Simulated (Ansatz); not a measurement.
**Worked example: correlation energy of Al2, quintet**

Geometry: that of the Al2, triplet, kept fixed. The triplet lies 1.5 eV lower here.

```xyz
2

Al    0.0000    0.0000    0.0000
Al    0.0000    0.0000    2.4788
```

Basis cc-pVTZ; Ansatz 0.2.0. Correlated methods freeze the noble-gas cores, which leaves 6 electrons in 58 orbitals. R marks a restricted (for open shells ROHF) determinant, U an unrestricted one.

Full CI isn't at hand for all of this; UCCSDT(Q) serves as the reference, and is uncertain by about the last step of the cluster series.

Runs differ by some tens of microhartree through their thresholds and, for an open shell, their frozen cores, so steps under 0.03 kcal/mol mean nothing.

| level | total energy (hartree) |
| --- | --- |
| UHF | -483.747999 |
| UMP2 | -483.828685 |
| UCCSD | -483.846432 |
| UCCSD(T) | -483.854068 |
| UCCSDT | -483.855732 |
| UCCSDT(Q) | -483.856390 |

Problem. What is the correlation energy at UCCSDT(Q), and what share of it do UMP2 and UCCSDT recover?

Solution. E(corr) = -483.856390 − (-483.747999) = -0.108391 hartree = -2.949 eV. UMP2: -0.080686 / -0.108391 = 74.44 %. UCCSDT: -0.107733 / -0.108391 = 99.39 %.

Problem. By how many kcal/mol does UCCSD(T) miss UCCSDT(Q) (1 hartree = 627.509 kcal/mol), and which steps make up the rest?

Solution. -483.854068 − (-483.856390) = 0.002322 hartree = 1.46 kcal/mol. Steps: UCCSDT − UCCSD(T) = -1.04, UCCSDT(Q) − UCCSDT = -0.41 kcal/mol. Differences between like states or geometries often cancel part of this.
